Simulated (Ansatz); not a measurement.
Crystal: P2O, antifluorite type, 3 atoms in the cell.

Computed with PBE, plane waves, PAW datasets (generated hard set) (Ansatz 0.2.0 development build).

Cutoff 700 eV; k-mesh 18×18×18 Γ-centred; Fermi–Dirac smearing of 0.0612 eV; no spin polarisation.

Question: What equilibrium volume, lattice constant and bulk modulus does this give?

Answer: V₀ = 13.340 Å³/atom (a₀ = 5.430 Å), B₀ = 100 GPa, B₀′ = 3.93. The points behind the fit:

| V (Å³/atom) | a (Å) | E − E(min) (meV/atom) | P (GPa) |
| --- | --- | --- | --- |
| 12.538 | 5.3186 | 16.70 | 7.02 |
| 12.805 | 5.3561 | 7.19 | 4.45 |
| 13.071 | 5.3930 | 1.75 | 2.12 |
| 13.338 | 5.4295 | 0.00 | 0.01 |
| 13.605 | 5.4654 | 1.59 | -1.89 |

The published all-electron PBE values for this crystal (mean of FLEUR and WIEN2k, k-spacing 0.06 Å⁻¹; Bosoni et al., Nat. Rev. Phys. 6, 45 (2024)) are V₀ = 13.343 Å³/atom, B₀ = 99.7 GPa, B₀′ = 4.03. This run's mesh is coarser (spacing 0.11 Å⁻¹), so part of any difference comes from k-sampling.

The stress includes the program's correction for the finite plane-wave basis.

This cubic structure is a model: it isn't the usual form of the substance at ambient conditions, and such phases are metastable or hypothetical.
